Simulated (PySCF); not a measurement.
Species: 1-buten-3-yne, C4H4.
SMILES with atom numbers: `[CH:1]#[C:2][CH:3]=[CH2:4]` (hydrogens: H5 on C1; H6 on C3; H7, H8 on C4)

Cartesian coordinates in Å at the GFN2-xTB level; atoms count from 1:
```xyz
8
C4H4 angstrom
C      2.014    0.327   -0.519
C      0.841    0.364   -0.262
C     -0.537    0.423    0.036
C     -1.251   -0.634    0.403
H      3.038    0.293   -0.745
H     -0.988    1.404   -0.055
H     -2.302   -0.557    0.622
H     -0.806   -1.611    0.495
```

Method: PBE0/pcSseg-1 in PySCF (dipole) on a GFN2-xTB geometry, gas phase.

Take the most abundant isotopes and a rigid rotor. 

Q: Give the principal moments of inertia and the rotational constants in GHz.

A: Ia = 10.02, Ib = 104.24, Ic = 114.26 u·Å²; 505379 MHz·u·Å²/I gives 50415, 4848 and 4423 MHz, that is A = 50.415, B = 4.8483, C = 4.4229 GHz.

Q: Classify the top.

A: A near-prolate asymmetric top; Ray's κ = -0.982.

Q: What does the inertial defect say?

A: Planar: Δ = Ic − Ia − Ib = 0.00 u·Å². For a rigid frame Δ = −2 Σ m c², so it vanishes when all atoms lie in the ab plane; here none is more than 0.01 Å from it.

Q: List the rotational levels J(Ka,Kc) to J = 3 (MHz).

A: Above 0(0,0):
J = 1: 1(0,1) 9271, 1(1,1) 54838, 1(1,0) 55263
J = 2: 2(0,2) 27811, 2(1,2) 72955, 2(1,1) 74231, 2(2,1) 210932, 2(2,0) 210935
J = 3: 3(0,3) 55612, 3(1,3) 100129, 3(1,2) 102681, 3(2,2) 238746, 3(2,1) 238760, 3(3,1) 467645, 3(3,0) 467645
Those of J = 1 are B + C, A + C and A + B.

Q: Which types of transition are allowed, and where do some lines up to J = 5 fall?

A: The dipole components are |μa| = 0.43 D, |μb| = 0.03 D, |μc| = 0.00 D; the mirror of this Cs structure is the ab plane, so μc vanishes by symmetry and there are no c-type lines. Intensities carry the squares of the components, which stand as 1.00 : 0.00 (a : b). Some lines, for components of 0.1 D or more:

```csv
type,branch,"J(Ka,Kc)",MHz,lower level (cm⁻¹)
a,Q,"1(1,0) ← 1(1,1)",425,1.829
a,Q,"2(1,1) ← 2(1,2)",1276,2.434
a,Q,"3(1,2) ← 3(1,3)",2552,3.340
a,R,"1(0,1) ← 0(0,0)",9271,0.000
a,R,"2(1,2) ← 1(1,1)",18117,1.829
a,R,"2(0,2) ← 1(0,1)",18539,0.309
a,R,"2(1,1) ← 1(1,0)",18968,1.843
a,R,"3(1,3) ← 2(1,2)",27174,2.434
a,R,"3(2,2) ← 2(2,1)",27814,7.036
a,R,"4(1,4) ← 3(1,3)",36228,3.340
a,R,"4(0,4) ← 3(0,3)",37055,1.855
a,R,"4(3,2) ← 3(3,1)",37091,15.599
a,R,"4(3,1) ← 3(3,0)",37091,15.599
a,R,"4(2,2) ← 3(2,1)",37112,7.964
a,R,"4(1,3) ← 3(1,2)",37930,3.425
a,R,"5(1,5) ← 4(1,4)",45280,4.548
a,R,"5(4,2) ← 4(4,1)",46363,27.525
a,R,"5(3,3) ← 4(3,2)",46366,16.836
a,R,"5(3,2) ← 4(3,1)",46366,16.836
```

Q: Estimate the classical rotational partition function at 25 K, 50 K and 100 K.

A: Point group Cs, symmetry number σ = 1; q = (√π/σ)·√((kT/h)³/(ABC)), k/h = 20836.6 MHz/K: 641 at 25 K, 1810 at 50 K, 5130 at 100 K.

GFN2-xTB frequencies: not computed here. These are rigid-rotor constants of the computed structure; measured ground-state constants (B0) also hold zero-point vibration.
